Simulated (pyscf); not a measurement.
Optimised with ωB97X-D3(BJ)/def2-SVP in PySCF.

### Question
Estimate the classical barrier height and the reaction energy of H₃C–CH₂–O–Si(OH)(OH)–OH (SMILES CCO[Si](O)(O)O) + HO–SiH₃ (SMILES O[SiH3]) → H₃C–CH₃ (SMILES CC) + HO–SiH₂–O–Si(OH)(OH)–OH (SMILES O[SiH2]O[Si](O)(O)O) at ωB97M-D3(BJ)/def2-TZVP. The step runs on the singlet surface, breaks C–O, H–Si and forms C–H, O–Si; take the separated reactants as zero.

### Answer
ΔE‡ = 2.50 eV, ΔE = -2.24 eV. Zero-point energy shifts the barrier by -0.01 eV. It is a four-centre exchange, with an imaginary mode of 917i cm⁻¹. On the reactant side the descent ends in a complex (not fully relaxed), 0.21 eV under the separated species and 2.75 eV under the saddle at ωB97X-D3(BJ)/def2-TZVP. From the product side, CH₃• + CH₃• + HO–SiH₂–O–Si(OH)(OH)–OH lies, by one bond made or cut, 0.48 eV under this saddle at ωB97M-D3(BJ)/def2-TZVP. One saddle was located; it need not be the lowest between these sides.
